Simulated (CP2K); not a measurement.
# C2HF (fluoroacetylene): GFN2-xTB

What is the energy change on altering one bond length of C2HF (fluoroacetylene) at GFN2-xTB? 

The calculation is run with CP2K 2026.2.

3 further runs of the same task are left out: 3 that didn't finish.

### 1 The structure to begin with

C2HF has 4 atoms, charge 0, and is taken as a singlet. SMILES: `C#CF`. The coordinates come from a PBE0-D4/def2-TZVP relaxation.

Bond lengths: C1–C2 1.192 Å, C2–F3 1.270 Å, C1–H4 1.063 Å. Angles: C1–C2–F3 180.0°, C2–C1–H4 180.0°.

### 2 The energy at GFN2-xTB

Input file job.inp:

```
&GLOBAL
  PROJECT job
  RUN_TYPE ENERGY
  PRINT_LEVEL MEDIUM
&END

&FORCE_EVAL
  METHOD QS
  &DFT
    CHARGE 0
    MULTIPLICITY 1
    &QS
      METHOD XTB
      EPS_DEFAULT 1.0E-10
      &XTB
        GFN_TYPE TBLITE
        &TBLITE
          METHOD GFN2
        &END
        CHECK_ATOMIC_CHARGES F
      &END
    &END
    &POISSON
      PERIODIC NONE
      POISSON_SOLVER ANALYTIC
    &END
    &SCF
      SCF_GUESS ATOMIC
      EPS_SCF 1.0E-07
      MAX_SCF 150
      ADDED_MOS 8
      &DIAGONALIZATION
        ALGORITHM STANDARD
      &END
      &MIXING
        METHOD DIRECT_P_MIXING
        ALPHA 0.4
      &END
    &END
    &PRINT
      &MOMENTS
        PERIODIC F
        REFERENCE COM
        MAX_MOMENT 1
      &END
      &MO ON
        ENERGIES T
        OCCUPATION_NUMBERS T
        NDIGITS 6
        &EACH
          QS_SCF 0
        &END
        ADD_LAST NUMERIC
      &END
      &HIRSHFELD OFF
      &END
    &END
  &END
  &SUBSYS
    &CELL
      ABC [angstrom] 14 14.5 13.6
      PERIODIC NONE
    &END
    &COORD
      UNIT bohr
      C     -0.6822478     0.8562538    -0.5484363
      C      0.5730972    -0.7196833     0.4607341
      F      1.9097572    -2.3980813     1.5350245
      H     -1.8005877     2.2615108    -1.4473223
    &END
    &TOPOLOGY
      &CENTER_COORDINATES
      &END
    &END
  &END
&END
```

Command:

```console
$ OMP_NUM_THREADS=1 cp2k.psmp -i job.inp > job.out 2>&1
```

What it wrote:

```text
CP2K| version string:                                       CP2K version 2026.2
[...]
 GLOBAL| Method name                                                        CP2K
[...]
 GLOBAL| Run type                                                         ENERGY
[...]
                             - Atoms:                                          4
[...]
                             - Spherical basis functions:                     13
[...]
 Number of electrons:                                                         16
[...]
  *** SCF run converged in    13 steps ***
[...]
  Fermi energy:                                                -0.19943334429789
[...]
 TB_DIPOLE| Moment [Debye]         -0.70787820       0.88916559      -0.56893532
 TB_DIPOLE| Derivative [a.u.]       0.00000000       0.00000000       0.00000000
[...]
 ENERGY| Total FORCE_EVAL ( QS ) energy [hartree]             -9.427416619981283
[...]
```

It took 0.22 s on 1 thread of Arm Neoverse V2, shared host.

### 3 The distorted shape at the same level

Input file molecule.inp:

```
&FORCE_EVAL
  METHOD Quickstep
  &DFT
    # Quickstep
    &QS
      METHOD XTB
      EPS_DEFAULT 1.0E-10
      &XTB
        GFN_TYPE TBLITE
        &TBLITE
          METHOD GFN2
        &END TBLITE
        CHECK_ATOMIC_CHARGES F
      &END XTB
    &END QS
    &POISSON
      PERIODIC NONE
      POISSON_SOLVER ANALYTIC
    &END POISSON
    &SCF
      SCF_GUESS ATOMIC
      EPS_SCF 1.0E-07
      MAX_SCF 150
      ADDED_MOS 8
      &DIAGONALIZATION
        ALGORITHM STANDARD
      &END DIAGONALIZATION
      &MIXING
        METHOD DIRECT_P_MIXING
        ALPHA 0.4
      &END MIXING
    &END SCF
    &PRINT
      &MOMENTS
        PERIODIC F
        REFERENCE COM
        MAX_MOMENT 1
      &END MOMENTS
      &MO ON
        ENERGIES T
        OCCUPATION_NUMBERS T
        NDIGITS 6
        &EACH
          QS_SCF 0
        &END EACH
        ADD_LAST NUMERIC
      &END MO
      &HIRSHFELD OFF
      &END HIRSHFELD
    &END PRINT
  &END DFT
  &SUBSYS
    # box in angstrom
    &CELL
      ABC 14.7 15.4 14.1
      PERIODIC NONE
    &END CELL
    &COORD
      UNIT bohr
      C      0.6597714    -0.8300698     0.5302364
      C      1.9151165    -2.4060069     1.5394068
      F      3.2517765    -4.0844049     2.6136972
      H     -1.8005877     2.2615108    -1.4473223
    &END COORD
    &TOPOLOGY
      &CENTER_COORDINATES
      &END CENTER_COORDINATES
    &END TOPOLOGY
  &END SUBSYS
&END FORCE_EVAL

&GLOBAL
  PROJECT molecule
  RUN_TYPE ENERGY
  PRINT_LEVEL MEDIUM
&END GLOBAL
```

Command:

```console
$ OMP_NUM_THREADS=1 cp2k.psmp -i molecule.inp -o molecule.out
```

What it wrote:

```text
CP2K| version string:                                       CP2K version 2026.2
[...]
 GLOBAL| Method name                                                        CP2K
[...]
 GLOBAL| Run type                                                         ENERGY
[...]
                             - Atoms:                                          4
[...]
                             - Spherical basis functions:                     13
[...]
 Number of electrons:                                                         16
[...]
  *** SCF run converged in    17 steps ***
[...]
  Fermi energy:                                                -0.40502687477359
[...]
 TB_DIPOLE| Moment [Debye]         -0.98239332       1.23408969      -0.78958508
 TB_DIPOLE| Derivative [a.u.]       0.00000000       0.00000000       0.00000000
[...]
 ENERGY| Total FORCE_EVAL ( QS ) energy [hartree]             -9.241457728519190
[...]
```

Run time: 0.22 s. Hardware: 1 thread of Arm Neoverse V2, shared host.

### 4 Summary of results

At GFN2-xTB:

| quantity | value |
| --- | --- |
| first shape: total energy | -9.42742 Eh |
| first shape: dipole moment (from atomic charges alone) | 1.27 D |
| first shape: HOMO energy | -11.81 eV |
| first shape: LUMO energy | -4.51 eV |
| first shape: HOMO–LUMO gap | 7.30 eV |
| first shape: dispersion energy | -2.51 kJ/mol |
| distorted shape: total energy | -9.24146 Eh |
| distorted shape: dipole moment (from atomic charges alone) | 1.76 D |
| distorted shape: HOMO energy | -11.70 eV |
| distorted shape: LUMO energy | -10.36 eV |
| distorted shape: HOMO–LUMO gap | 1.34 eV |
| distorted shape: dispersion energy | -2.75 kJ/mol |
| energy change with the C1–H4 bond stretched from 1.063 to 2.338 Å | 5.060 eV |

One bond (distorted shape) is far stretched, which a spin-restricted single reference describes badly. With the C1–H4 bond stretched from 1.063 to 2.338 Å the energy rises by 5.06 eV (488 kJ/mol). The first shape isn't relaxed at this level, so the change isn't measured from a minimum. A restricted reference can't describe the breaking bond well at this length. The dipole (first shape) comes from point charges on the atoms alone, without atomic dipoles, so it is partial. The dipole (distorted shape) comes from point charges on the atoms alone, without atomic dipoles, so it is partial.
